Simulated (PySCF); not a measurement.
Donors bound to In(F)3. All species are isolated molecules in the gas phase. One relaxed conformer stands for each flexible species; it need not be the lowest. Strings in code marks are SMILES.

These are B3LYP-D3(BJ)/def2-TZVP // PBE0-D4/def2-SVP run with PySCF values and carry that method's errors. All candidates: neutral, multiplicity 1. B3LYP has the VWN-RPA correlation part, as in Gaussian. Delta-SCF ions had no search for a lower state. 

```
Quantity                                   Value
--------------------------------------  --------
dipole moment                             4.01 D
vertical ionisation energy (Delta-SCF)  12.19 eV
HOMO–LUMO gap                            9.63 eV
```

Name which member has these values.
A. `COC`
B. `CC#N`
C. `N`
D. [In(F)3(NH3)]

B, `CC#N`. The others give `N`: 1.78 D, 11.03 eV, 8.03 eV; `COC`: 1.16 D, 9.96 eV, 8.23 eV; [In(F)3(NH3)]: 6.09 D, 12.23 eV, 7.52 eV
